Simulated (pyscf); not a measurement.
A first-order saddle from PySCF, ωB97X-D3(BJ)/def2-SVP:

```xyz
9

P     -2.1249    -0.6825    -0.1357
Si    -0.1142    -0.0874    -0.5137
H     -2.5138     0.6837    -0.3155
H      0.2955     1.1313    -1.2614
H      0.9445    -1.1287    -0.5291
P      0.8427     0.8676     1.6233
H     -0.6098     0.1615     1.1058
H      0.6549    -0.0942     2.6498
H     -0.0760     1.8295     2.1192
```

Surface: singlet, charge 0. Lowest wavenumbers (cm⁻¹): 1136i, 167, 201, 276, 320.

Task: Which two sides does it connect, and which bonds change?

Result: H₂Si=PH (SMILES [SiH2]=P) + PH₃ (SMILES P) <-> H₂P–SiH₂–PH₂ (SMILES P[SiH2]P), an addition across a multiple bond or ene-type step read from left to right: H–P broken and H–P, P–Si formed. At CCSD(T)/def2-TZVPP + ΔMP2(QZVPP) it lies +24.5 kcal/mol from the left side and +62.1 kcal/mol from the right (each side as separated species at their lowest minima found). On the reactant side the descent ends in a complex (not fully relaxed), 7.2 kcal/mol under the separated species and 28.3 kcal/mol under the saddle at ωB97X-D3(BJ)/def2-TZVP. At the saddle there is also a short H–Si contact that neither side keeps. At ωB97X-D3(BJ)/def2-TZVP the barrier from the zero used here is 21.1 kcal/mol. One saddle was located; it need not be the lowest between these sides. The CCSD(T) − MP2 part came from Ansatz, without density fitting, on the same reference.
